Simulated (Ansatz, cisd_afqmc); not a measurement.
Species: HCl, charge 0, singlet. HCl (chlorane, SMILES Cl).
B3LYP-D3(BJ)/def2-TZVP minimum from Ansatz (an electronic-structure program):
```
Cl
H 1 1.2820
```

Total energies in cc-pV(D+d)Z, 8 correlated electrons, 5 frozen orbitals. UHF or UKS for unpaired electrons; spin-orbit terms are left out. Cores are frozen in correlated methods. No relativity. The Monte Carlo rows (phaseless AFQMC, CISD trial, step 0.005/hartree) carry one-sigma bars that omit the constraint's bias. Outlying blocks are dropped, and bars are widened where a walk drifts. Over all cases where full CI ran beside it in this data, AFQMC minus full CI had a median of +0.1 mEh and passed +0.4 mEh in a tenth of the cases.

```tsv
method	program	energy (Eh)	error against FCI (mEh)
HF	Ansatz	-460.09154	170.45
MP2	Ansatz	-460.24070	21.29
CCSD	Ansatz	-460.25864	3.35
CCSD(T)	Ansatz	-460.26142	0.57
CCSDT(Q)	Ansatz	-460.26196	0.03
CCSDTQ	Ansatz	-460.26198	0.01
AFQMC/CISD	cisd_afqmc	-460.2620 ± 0.0002	0.0 ± 0.2
FCI	Ansatz	-460.26199	0.00
```

Rough core times of Ansatz's runs on a shared machine: CCSD(T) under 20 s, CCSDT(Q) under 20 s, CCSDTQ 20 s, FCI 60 s.
